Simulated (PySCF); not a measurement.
Worked example: correlation energy of PH₃, singlet

Geometry: MP2(full)/6-31G*, from the G2/97 set.

| atom | x (Å) | y (Å) | z (Å) |
| --- | --- | --- | --- |
| P | 0.0000 | 0.0000 | 0.0665 |
| H | 0.0000 | 1.2006 | -0.6812 |
| H | 1.0398 | -0.6003 | -0.6812 |
| H | -1.0398 | -0.6003 | -0.6812 |

Basis cc-pV(T+d)Z; PySCF 2.14.0. Correlated methods freeze the noble-gas cores, which leaves 8 electrons in 76 orbitals. Prefix R: restricted or restricted open-shell reference.

Full CI isn't at hand for all of this; RCCSDT(Q) serves as the reference, and is uncertain by about the last step of the cluster series.

```tsv
level	total energy (hartree)
RHF	-342.490319
RMP2	-342.660007
RCCSD	-342.688475
RCCSD(T)	-342.695122
RCCSDT	-342.695971
RCCSDT(Q)	-342.696226
```

Question: What is the correlation energy at RCCSDT(Q), and what share of it do RMP2 and RCCSDT recover?

Answer: E(corr) = -342.696226 − (-342.490319) = -0.205907 hartree = -5.603 eV. RMP2: -0.169688 / -0.205907 = 82.41 %. RCCSDT: -0.205652 / -0.205907 = 99.88 %.

Question: By how many kcal/mol does RCCSD(T) miss RCCSDT(Q) (1 hartree = 627.509 kcal/mol), and which steps make up the rest?

Answer: -342.695122 − (-342.696226) = 0.001104 hartree = 0.69 kcal/mol. Steps: RCCSDT − RCCSD(T) = -0.53, RCCSDT(Q) − RCCSDT = -0.16 kcal/mol. That is within 1 kcal/mol of the reference in this basis, which itself misses far more of the correlation at the basis-set limit.
